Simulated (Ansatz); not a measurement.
**SiH$_{3}$, doublet in 6-31G: errors against full CI**

Geometry: a point of a breathe scan, not a stationary point.

```yaml
atoms:
  - { symbol: Si, position_ang: [0.0002, -0.0001, -0.0752] }
  - { symbol: H, position_ang: [2.4344, 0.0251, 0.7037] }
  - { symbol: H, position_ang: [-1.2402, 2.0984, 0.6932] }
  - { symbol: H, position_ang: [-1.1985, -2.1206, 0.6993] }
```

Basis 6-31G; Ansatz 0.2.0. Only valence electrons are correlated (noble-gas cores frozen), which leaves 7 electrons in 14 orbitals. R marks a restricted (for open shells ROHF) determinant, U an unrestricted one. Active spaces: pair = (3e, 3o) about the gap; valence = (7e, 7o) chosen from the atoms' valence shells.

Full CI is exact within this basis and frozen core; it isn't the basis-set limit. The frozen core follows each run's orbitals, which can shift R against U totals by a few meV.

Unrestricted rows (U) aren't spin-pure: their determinants' ⟨S²⟩ exceeds S(S+1) by up to 1.37, so they mix in states of higher spin. Coupled cluster chose its determinant by trial CCSD, here up to 0.81 eV above the lowest Hartree–Fock solution of its kind. For open shells CISD and CISDTQ are restricted-active-space CI with the open shells as a complete middle space.

The UHF ⟨S²⟩ is 2.119. The T1 diagnostic (RCCSD) is 0.0695 and the largest doubles amplitude (RCCSD) is 0.179. The T1 diagnostic (UCCSD) is 0.1229.

| level | E − E(full CI) (kcal/mol) | share of correlation (%) | wall time |
| --- | --- | --- | --- |
| UHF | 47.65 | 57.19 | – |
| UMP2 | 32.46 | 70.84 | – |
| RCCSD* | 7.94 | 92.86 | – |
| UCCSD* | 5.13 | 95.39 | – |
| RCCSD(T)* | 2.35 | 97.89 | 0.96 s |
| UCCSD(T)* | 3.56 | 96.80 | 3.5 s |
| BCCD(T)* | 3.05 | 97.26 | 1.1 s |
| RCCSDT | 0.16 | 99.86 | – |
| UCCSDT | 1.35 | 98.79 | – |
| CISDTQ | 1.08 | 99.03 | 1.3 s |
| RCCSDT(Q) | 0.08 | 99.93 | 2.9 s |
| UCCSDT(Q) | 0.97 | 99.13 | 6.5 s |
| RCCSDTQ | -0.03 | 100.02 | 12 s |
| UCCSDTQ | 0.12 | 99.89 | 18 s |
| CASSCF (valence space) | 10.71 | 90.38 | – |
| NEVPT2 (valence space) | 3.08 | 97.23 | 1.3 s |
| MRCISD (valence space) | 0.22 | 99.80 | – |
| MRCISD+Q (valence space) | 0.06 | 99.95 | 1.7 s |

An asterisk marks runs whose energy the program itself flagged as in doubt.

The correlation energy at full CI, counted from the determinant under the R cluster runs, is -4.828 eV. That run took 2.6 s on 1 thread of Arm Neoverse V2, shared host over 182,260 determinants.

Run but not shown, since their state or frozen core can't be matched to the reference's or they repeat it: RHF, RMP2, CISD, CASSCF (pair space), NEVPT2 (pair space), MRCISD (pair space), MRCISD+Q (pair space).

Times hold each run's SCF and search for its determinant on a shared host, so for small cases they say little of a method's own cost; they ran on 1 thread of Arm Neoverse V2.

The full-CI state has the irrep A' of Cs, in the program's axes (one component, if the state is degenerate).

Natural occupations of full CI about the gap: 1.940 1.699 1.699 1.009 0.218 0.218 0.196 0.006 0.004 0.004; effectively unpaired electrons, Σ n²(2−n)², 1.96. No single determinant describes this state well, so single-reference rows can miss without a flag.
